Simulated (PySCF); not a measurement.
F2, SMILES FF. Geometry optimised at B3LYP-D3(BJ)/def2-TZVPD.

TDDFT-M06-2X/def2-TZVPD in PySCF puts the lowest singlet excitations at 4.32, 4.32, 8.35, 8.35, 12.90, 12.90 eV.

Task: What are the lowest excitation roots from PySCF with ADC(3)/aug-cc-pVDZ? (The exact figures need the calculation; the answer reports its results.)

Result: 4.42, 4.42, 7.37, 7.37, 14.65, 14.65 eV. S1 differs by 0.10 eV (second minus first; roots are paired by order, and the bases may differ).
